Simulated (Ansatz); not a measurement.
C₄H₇N (`CC=C=CN`), relaxed with RKS PBE0-D4/def2-TZVP in Ansatz from a PBE-D4/def2-SVP geometry. The force threshold is 0.005 eV/Å; the program also tests the step.

The species carries charge 0 and has multiplicity 1.

Start:

```xyz
12

C    -0.554    1.787    1.095
C     0.441    1.103    0.190
C     0.245   -0.030   -0.462
C     0.096   -1.157   -1.149
N     0.510   -2.443   -0.768
H    -0.152    1.892    2.127
H    -0.768    2.818    0.738
H    -1.509    1.231    1.147
H     1.417    1.624    0.077
H    -0.337   -1.111   -2.167
H    -0.133   -3.188   -1.055
H     0.742   -2.526    0.226
```

```tsv
step	energy (eV)	largest force (eV/Å)	largest move (Å)
1	-5745.7142	0.743	0.000
2	-5745.7771	0.192	0.053
3 (rejected)	-5745.7651	0.309	0.106
4 (rejected)	-5745.7759	0.218	0.053
5	-5745.7825	0.022	0.025
6	-5745.7827	0.008	0.007
7	-5745.7827	0.003	0.004
```

End:

```xyz
12

C    -0.548    1.758    1.083
C     0.447    1.092    0.182
C     0.253   -0.024   -0.462
C     0.098   -1.131   -1.141
N     0.500   -2.413   -0.749
H    -0.144    1.869    2.094
H    -0.783    2.764    0.724
H    -1.474    1.185    1.140
H     1.405    1.603    0.067
H    -0.320   -1.082   -2.144
H    -0.144   -3.137   -1.031
H     0.710   -2.483    0.236
```

Run time 21 s (4 threads of a server CPU on a shared host); peak host memory 0.43 GiB.
